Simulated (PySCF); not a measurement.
# C2Si at PBE0/STO-3G

Aim: the vertical singlet–triplet gap of C2Si at PBE0/STO-3G, from 2 runs. 

The calculation is run with PySCF 2.14.0.

5 further runs of the same task are left out: 5 set aside as unsound or not needed.

### 1 The molecule

C2Si has 3 atoms, charge 0, and is taken as a singlet. The coordinates come from a GFN2-xTB relaxation.

Bond lengths: C1–C2 1.259 Å, C2–Si3 1.781 Å. Angles: C1–C2–Si3 180.0°.

### 2 A single-point energy at PBE0/STO-3G

Contents of geometry.xyz:

```xyz
3

C     -1.111830     0.737510    -0.522770
C     -0.135170     0.089220    -0.063600
Si     1.247000    -0.826740     0.586370
```

Contents of calc.py:

```python
from pyscf import gto, dft

mol = gto.M(
    atom='geometry.xyz',
    max_memory=1860,
    charge=0,
    verbose=3,
    basis='sto-3g',
    spin=0,
)

ks = dft.RKS(mol, xc='pbe0')
ks.conv_tol = 1e-10
ks.grids.level = 5
ks.kernel()
if not ks.converged:
    ks = ks.newton().run(ks.mo_coeff, ks.mo_occ)

e_tot = ks.e_tot
print('Final energy', e_tot)
```

Command:

```sh
OMP_NUM_THREADS=1 python calc.py
```

Standard output:

```text
converged SCF energy = -360.961549014717
Final energy -360.96154901471715
```

Run time: 2.5 s. Hardware: 1 thread of Arm Neoverse V1, shared host; peak memory 0.19 GiB.

### 3 The triplet at the same level

Contents of start.xyz:

```xyz
3
C2Si
C     -1.111830     0.737510    -0.522770
C     -0.135170     0.089220    -0.063600
Si     1.247000    -0.826740     0.586370
```

Contents of input.py:

```python
from pyscf import gto, dft

mol = gto.Mole()
mol.atom = 'start.xyz'
mol.spin = 2
mol.basis = 'sto-3g'
mol.verbose = 4
mol.max_memory = 1860
mol.charge = 0
mol.build()

mf = dft.UKS(mol)
mf.xc = 'pbe0'
mf.conv_tol = 1e-10
mf.grids.level = 5
mf.kernel()
if not mf.converged:
    mf = mf.newton().run(mf.mo_coeff, mf.mo_occ)

etot = mf.e_tot
print('E(%s) = %.9f' % ('PBE0', etot))
```

Command:

```sh
OMP_NUM_THREADS=1 python input.py
```

Standard output:

```text
PySCF version 2.14.0

[INPUT] num. atoms = 3
[INPUT] num. electrons = 26
[INPUT] charge = 0
[INPUT] spin (= nelec alpha-beta = 2S) = 2
[INPUT] symmetry False subgroup None
[INPUT] Mole.unit = angstrom
[INPUT] Symbol           X                Y                Z      unit          X                Y                Z       unit  Magmom
[INPUT]  1 C     -1.111830000000   0.737510000000  -0.522770000000 AA   -2.101054197075   1.393691914128  -0.987892126139 Bohr   0.0
[INPUT]  2 C     -0.135170000000   0.089220000000  -0.063600000000 AA   -0.255434280257   0.168601364834  -0.120186581522 Bohr   0.0
[INPUT]  3 Si     1.247000000000  -0.826740000000   0.586370000000 AA    2.356488477333  -1.562312176223   1.108078707661 Bohr   0.0

nuclear repulsion = 54.7130620891418
number of shells = 11
number of NR pGTOs = 57
number of NR cGTOs = 19
basis = sto-3g
ecp = {}

******** <class 'pyscf.dft.uks.UKS'> ********
method = UKS
initial guess = minao
damping factor = 0
level_shift factor = 0
DIIS = <class 'pyscf.scf.diis.CDIIS'>
diis_start_cycle = 1
diis_space = 8
diis_damp = 0
SCF conv_tol = 1e-10
SCF conv_tol_grad = None
SCF max_cycles = 50
direct_scf = True
direct_scf_tol = 1e-13
number electrons alpha = 14  beta = 12
XC library pyscf.dft.libxc version 7.0.0
    S. Lehtola, C. Steigemann, M. J.T. Oliveira, and M. A.L. Marques.,  SoftwareX 7, 1–5 (2018)
XC functionals = pbe0
radial grids:
    Treutler-Ahlrichs [JCP 102, 346 (1995); DOI:10.1063/1.469408] (M4) radial grids

becke partition: Becke, JCP 88, 2547 (1988); DOI:10.1063/1.454033
pruning grids: <function nwchem_prune>
grids dens level: 5
symmetrized grids: False
atomic radii adjust function: <function treutler_atomic_radii_adjust>
small_rho_cutoff = 0
Set gradient conv threshold to 1e-05
tot grids = 129512
init E= -360.98096559452

[... the frontier-level lines of each cycle are left out ...]



cycle= 1 E= -360.800289958715  delta_E= 0.181  |g|= 0.285  |ddm|= 2.15
cycle= 2 E= -359.929126568525  delta_E= 0.871  |g|= 1.02  |ddm|= 1.94
cycle= 3 E= -360.889385413741  delta_E= -0.96  |g|= 0.111  |ddm|= 1.33
cycle= 4 E= -360.903467528584  delta_E= -0.0141  |g|= 0.0349  |ddm|= 0.206
cycle= 5 E= -360.906142954423  delta_E= -0.00268  |g|= 0.0169  |ddm|= 0.147
cycle= 6 E= -360.906613776579  delta_E= -0.000471  |g|= 0.013  |ddm|= 0.0563
cycle= 7 E= -360.90702714493  delta_E= -0.000413  |g|= 0.00371  |ddm|= 0.071
cycle= 8 E= -360.907097918172  delta_E= -7.08e-05  |g|= 0.00146  |ddm|= 0.0309
cycle= 9 E= -360.907103087255  delta_E= -5.17e-06  |g|= 0.000815  |ddm|= 0.00913
cycle= 10 E= -360.907103825382  delta_E= -7.38e-07  |g|= 0.000128  |ddm|= 0.00311
cycle= 11 E= -360.907103848911  delta_E= -2.35e-08  |g|= 1.97e-05  |ddm|= 0.000506
cycle= 12 E= -360.907103849678  delta_E= -7.67e-10  |g|= 5.66e-06  |ddm|= 8.26e-05
cycle= 13 E= -360.90710384974  delta_E= -6.19e-11  |g|= 6.36e-07  |ddm|= 2.81e-05
Extra cycle  E= -360.90710384974  delta_E= -6.25e-13  |g|= 6.57e-07  |ddm|= 2.6e-06
converged SCF energy = -360.90710384974  <S^2> = 2.0703693  2S+1 = 3.0465517
E(PBE0) = -360.907103850
```

Wall time 4.2 s (1 thread of Arm Neoverse V1, shared host); peak memory 0.2 GiB.

### 4 Summary of results

Level: PBE0/STO-3G.

| quantity | value |
| --- | --- |
| singlet: total energy | -360.96155 Eh |
| singlet: dipole moment | 4.86 D |
| singlet: HOMO energy | -3.51 eV |
| singlet: LUMO energy | 0.25 eV |
| singlet: HOMO–LUMO gap | 3.76 eV |
| triplet: total energy | -360.90710 Eh |
| triplet: dipole moment | 1.16 D |
| triplet: HOMO energy (highest over α and β) | -1.75 eV |
| triplet: LUMO energy (lowest over α and β) | -0.91 eV |
| triplet: ⟨S²⟩ | 2.070 |
| vertical energy of the triplet above the singlet | 1.482 eV |

In words: At this shape the triplet lies 1.48 eV (34 kcal/mol) above the singlet. In a minimal basis such a difference can be off by several eV, whatever the method. Mulliken charges (singlet) run from -0.42 on C2 to +0.53 on Si3; they depend strongly on the basis.
